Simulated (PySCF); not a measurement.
# Working out the ionisation energy of Ne

Ne [Ne] (1S) → Ne+ [He] 2s2 2p5 (2P). Calculation: PySCF 2.14, in jorge-DZP-DKH (4s2p1d, 15 functions); scalar relativity by spin-free X2C-1e. Frozen: 1s2. Energies in hartree (1 hartree = 27.21139 eV):

```csv
part,Ne (lower),Ne+ (upper)
UHF,-128.659919,-127.934127
CCSD correlation,-0.176593,-0.129447
(T),-0.002241,-0.001333
```

Problem. What does Hartree-Fock give?

Solution. (-127.934127) − (-128.659919) = 0.725792 hartree = 19.750 eV.

Problem. What do CCSD and CCSD(T) give?

Solution. The CCSD correlation energies differ by 0.047146 hartree = 1.283 eV and the triples by 0.000908 hartree = 0.025 eV, so CCSD gives 21.033 eV and CCSD(T) 21.058 eV.

Measured between the centres of the two terms (NIST): 21.597 eV, so CCSD(T) (valence) is off by -0.539 eV.

A double-zeta basis recovers only part of the correlation energy.

What remains against the reference includes basis incompleteness, the frozen core and higher excitations.
